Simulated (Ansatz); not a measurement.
Name a neutral molecule of B, C, P and H with HOMO–LUMO gap (PBE0/def2-TZVPP) between 5.90 and 6.20 eV and size of the dipole moment (B3LYP/def2-TZVPP) between 0.80 and 1.10 D (Ansatz, PBE0-D4/def2-TZVP geometry).

`CBP` (5.99 eV, 0.89 D). Other molecules can fit too; these were computed, each in one conformer that needn't be the lowest.

B3LYP here is the variant with VWN-RPA as its local correlation; programs differ in this.
